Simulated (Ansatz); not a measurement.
# HSO+ (SMILES O=[SH+]): one structure at several levels

The task here is to estimate one member of a computed series from the others.

Computed with Ansatz 0.2.0, Gaussian basis. Level: single points in def2-TZVPP.

Correlated methods freeze the cores.

## Where the work starts

SMILES `O=[SH+]`, 3 atoms, charge 1, spin multiplicity 1.

Atoms are counted from 1 here; the program's logs count them from 0.

Bond lengths: O1–S2 1.467 Å, S2–H3 1.357 Å. Angles: O1–S2–H3 99.3°.

Geometry (Å):

```xyz
3
charge 1, multiplicity 1
O     1.0383   -0.0616    0.5648
S    -0.1444   -0.5676   -0.1398
H    -0.7844    0.6071   -0.3671
```

Set-up of the first run:

run/in.yaml reads:

```yaml
crystal:
  periodic: [false, false, false]
  atoms:
    - {symbol: O, position_ang: [1.038271, -0.061636, 0.564791]}
    - {symbol: S, position_ang: [-0.144407, -0.567552, -0.139771]}
    - {symbol: H, position_ang: [-0.784417, 0.607122, -0.367139]}
basis:
  gaussian: {orbitals: def2-TZVPP}
total_charge: 1
hamiltonian: {xc: pbe, dispersion: d4}
output: {forces: true}
```

Command:

```sh
ansatz run in.yaml --threads 2 --pin off --events-out ev --progress --plain --max-ram 3481MiB
```

Steps of the session up to this table: PBE-D4/def2-TZVPP; r2SCAN-D4/def2-TZVPP; PBE0-D4/def2-TZVPP; wB97M-V/def2-TZVPP; CCSD(T)/def2-TZVPP.

One of the session's tables, all rows but one given; the rest of the session is left out.

```
   method  RMS force component (eV/Å)  angle to CCSD(T) forces (°)
   PBE-D4                           ?                            ?
r2SCAN-D4                       0.787                         17.3
  PBE0-D4                       1.055                         22.8
  wB97M-V                       1.092                         24.8
  CCSD(T)                       0.442                    reference
```

Q: Estimate the row for PBE-D4 from the others.

As computed: RMS force component (eV/Å): 0.555; angle to CCSD(T) forces (°): 30.3. In the column «RMS force component (eV/Å)» it lies between CCSD(T) (0.442) and r2SCAN-D4 (0.787).

To keep in mind: CCSD(T) in triple zeta still lacks some correlation energy of the bonds, so part of these gaps is its own basis error and they don't rank the functionals.
